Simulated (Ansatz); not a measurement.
# BH₃ (singlet): wave-function methods side by side at distance B1–H2 = 1.090 Å, cc-pVDZ

Aim: climb from Hartree-Fock through coupled cluster and multireference methods for BH₃ (singlet) at one geometry and basis, and see what each rung misses.

Computed with Ansatz 0.2.0, Gaussian basis. Level: cc-pVDZ, core rule «outside noble gas», up to 1 orbitals frozen.

To be run: UHF; CCSD(T) on RHF; BCCD(T) on RHF; CISD; CCSDT(Q) on RHF; CCSDTQ on RHF; CASSCF and MRCISD+Q, 2 electrons in 2 orbitals; CASSCF and NEVPT2, 2 electrons in 2 orbitals; Full CI.

18 further runs of the same task are left out: 4 for a known fault of the program, 10 that didn't finish, 4 set aside as unsound or not needed.

## (1) The geometry

The geometry derives from a PBE0/def2-TZVP stationary point (not a proven minimum). One bond is set to the value named and the two fragments are kept rigid.

4 atoms, charge 0, spin multiplicity 1.

Atoms are counted from 1 here; the program's logs count them from 0.

Bond lengths: B1–H2 1.090 Å, B1–H3 1.193 Å, B1–H4 1.193 Å. Angles: H2–B1–H3 120.0°, H2–B1–H4 120.0°, H3–B1–H4 120.0°.

## (2) UHF

Contents of in.yaml:

```yaml
crystal:
  periodic: [false, false, false]
  atoms:
    - {symbol: B, position_ang: [0.007537, 0.000092, -0.000002]}
    - {symbol: H, position_ang: [1.097456, 0.013384, -0.000237]}
    - {symbol: H, position_ang: [-0.601756, 1.026305, -0.002839]}
    - {symbol: H, position_ang: [-0.576546, -1.040676, 0.003093]}
basis:
  gaussian: {orbitals: cc-pVDZ}
magnetization: {spin_polarized: true, initial_magnetization: 0}
hamiltonian: {xc: hf}
output: {orbitals: {seedname: orbitals}}
```

Command:

```bash
$ ansatz run in.yaml --threads 1 --pin off --events-out ev --progress --plain --max-ram 2393MiB
```

The runs that follow: CCSD(T) on RHF; BCCD(T) on RHF; CISD; CCSDT(Q) on RHF; CCSDTQ on RHF; CASSCF and MRCISD+Q, 2 electrons in 2 orbitals; CASSCF and NEVPT2, 2 electrons in 2 orbitals; Full CI.

Before running them: what should the planned runs give, taken together? Wanted: FCI below the RHF energy; RMP2 from FCI; RCCSD from FCI; RCCSD(T) from FCI; RCCSDT(Q) from FCI; NEVPT2 pair from FCI; MRCISD+Q pair from FCI; T1 diagnostic; effectively unpaired electrons.

**Answer**, as computed:

| quantity | value |
| --- | --- |
| FCI below the RHF energy | -3.1868 eV |
| RMP2 from FCI | +67.2 kJ/mol |
| RCCSD from FCI | +4.8 kJ/mol |
| RCCSD(T) from FCI | +1.0 kJ/mol |
| RCCSDT(Q) from FCI | 0.0 kJ/mol |
| NEVPT2 pair from FCI | +68.0 kJ/mol |
| MRCISD+Q pair from FCI | -1.8 kJ/mol |
| levels within 1 kcal/mol (43 meV) | RCCSD(T), BCCD(T), RCCSDT, RCCSDT(Q), RCCSDTQ, MRCISD+Q pair |
| T1 diagnostic | 0.005 |
| effectively unpaired electrons | 0.02 |

In words: RCCSD(T) misses by +1.0 kJ/mol, 0.3 % of the correlation energy. MRCISD+Q pair falls below full CI: the +Q correction isn't variational, and the cores differ from full CI's. One determinant dominates. Of the multireference levels listed MRCISD+Q pair comes nearest in total energy (-1.8 kJ/mol), which doesn't show that its space is the better one. These misses are within one basis, not against nature.
